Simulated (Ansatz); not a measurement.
**BaAs2Ru2: a prediction, then the measurements**

Theory: DFT PBEsol, scalar-relativistic, plane waves, PAW in Ansatz.

Cutoff 420 eV; k points 12×12×12 on the computed 5-atom cell (Γ-centred); Gaussian smearing, width 0.10 eV; no spin polarisation.

Relaxed structure, symmetry kept:

```xyz
5
Lattice="-2.0712 2.0712 6.0294 2.0712 -2.0712 6.0294 2.0712 2.0712 -6.0294" Properties=species:S:1:pos:R:3 pbc="T T T"
Ba    0.0000    0.0000    0.0000
As    0.0000    0.0000    7.8142
As    0.0000    0.0000    4.2446
Ru    0.0000    2.0712    3.0147
Ru    2.0712    0.0000    3.0147
```

| Quantity | Value |
| --- | --- |
| Space group | I4/mmm (No. 139) |
| Volume per atom | 139.6 bohr³ |
| Formation energy from the elements' standard states (uncorrected) | -0.697 eV/atom |
| Kohn–Sham band gap | none (metal) |
| Density of states at the Fermi level | 1.60 states/eV per cell |
| Löwdin character within 0.5 eV of the Fermi level | Ru 4d 56 %, As 4p 23 %, unprojected 13 % |
| Bulk modulus | 80 GPa |
| Its pressure derivative | 4.2 |
| Bader charges (e) | Ba (1 in the cell) 1.24, As (2 in the cell) -0.40, Ru (2 in the cell) -0.23 |

Spin-orbit coupling is left out, which matters for the bands of heavy elements.

**The experiment to reproduce.**

From “Magnetic, Thermal, and Transport Properties of Layered Arsenides BaRu2As2 and SrRu2As2”, 2009, arxiv:0901.4582, for a powder of BaAs2Ru2 at 300 K: lattice constant a 4.15248 ± 0.00008 Å; lattice constant c 12.2504 ± 0.0003 Å.

Against the measured lattice constant a of BaAs2Ru2, 4.15248 Å (300 K; powder; the paper above), the calculated 4.142 Å is off by -0.2 %. A measured lattice constant c of BaAs2Ru2 is 12.2504 Å (300 K; powder; the paper above); the calculated 12.059 Å misses it by -1.6 %. The calculation is for 0 K without zero-point motion.